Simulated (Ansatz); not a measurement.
## AgB⁺, doublet: the ladder up to UCCSDT(Q)

Geometry: that of the AgB, singlet, kept fixed.

```yaml
atoms:
  - { symbol: Ag, position_ang: [0.0000, 0.0000, 0.0000] }
  - { symbol: B, position_ang: [0.0000, 0.0000, 2.0780] }
```

Basis def2-TZVPP with its core potentials; Ansatz 0.2.0. Only valence electrons are correlated (noble-gas cores frozen), which leaves 13 electrons in 82 orbitals. Prefix R: restricted or restricted open-shell reference; prefix U: unrestricted. Active spaces: valence = (13e, 10o) chosen from the atoms' valence shells. No spin–orbit coupling is included; scalar relativity enters through the core potentials alone. The metal's outer-core shells are frozen, which leaves out core–valence correlation.

Full CI isn't at hand for all of this; UCCSDT(Q) serves as the reference, and is uncertain by the last step of the cluster series or more. The frozen core follows each run's orbitals, which can shift R against U totals by a few meV for light atoms and by up to 0.1 eV past Ca.

```
UHF ⟨S²⟩                          : 0.766
T1 diagnostic (RCCSD)             : 0.0334
largest doubles amplitude (RCCSD) : 0.063
T1 diagnostic (UCCSD)             : 0.0253
```

```json
{"level": "UHF", "E − E(UCCSDT(Q)) (kJ/mol)": "1137.2", "wall time": "–"}
{"level": "UMP2", "E − E(UCCSDT(Q)) (kJ/mol)": "8.5", "wall time": "–"}
{"level": "UCCSD", "E − E(UCCSDT(Q)) (kJ/mol)": "44.4", "wall time": "–"}
{"level": "UCCSD(T)", "E − E(UCCSDT(Q)) (kJ/mol)": "0.7", "wall time": "6 s (H100)"}
{"level": "UCCSDT", "E − E(UCCSDT(Q)) (kJ/mol)": "1.2", "wall time": "–"}
```

Run but not shown, since their state, orbitals or frozen core can't be matched to the reference's or they repeat it: RHF, RMP2, RCCSD, RCCSD(T), RCCSDT, RCCSDT(Q), CASSCF (valence space), NEVPT2 (valence space), MRCISD (valence space), MRCISD+Q (valence space).

Times hold each run's SCF and search for its determinant on a shared host, so for small cases they say little of a method's own cost. Some runs computed forces too.

Natural occupations of CASSCF (valence space) about the gap: 2.000 1.989 1.989 1.989 1.949 0.999 0.033 0.033 0.020; effectively unpaired electrons, Σ n²(2−n)², 1.02.
